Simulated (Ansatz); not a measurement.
Z-matrix (Å, degrees):
```
Si
H 1 1.4793
H 1 1.4793 2 111.06
H 1 1.4793 2 111.06 3 124.13
```
Charge 0, spin multiplicity 2.

Calculation: frozen-core CCSD(T)/def2-TZVPP // CAM-B3LYP-D3(BJ)/def2-TZVP (Ansatz, a quantum-chemistry and plane-wave program).

```json
{
 "HF energy": "-290.63741 Ha",
 "MP2 correlation energy": "-0.11677 Ha"
}
```

Estimate the CCSD correlation energy, the (T) correction, the total energy and the T1 diagnostic.


```
Item                             Value
-----------------------  -------------
CCSD correlation energy    -0.14295 Ha
(T) correction             -0.00351 Ha
CCSD(T) total energy     -290.78387 Ha
T1 diagnostic                    0.015
```
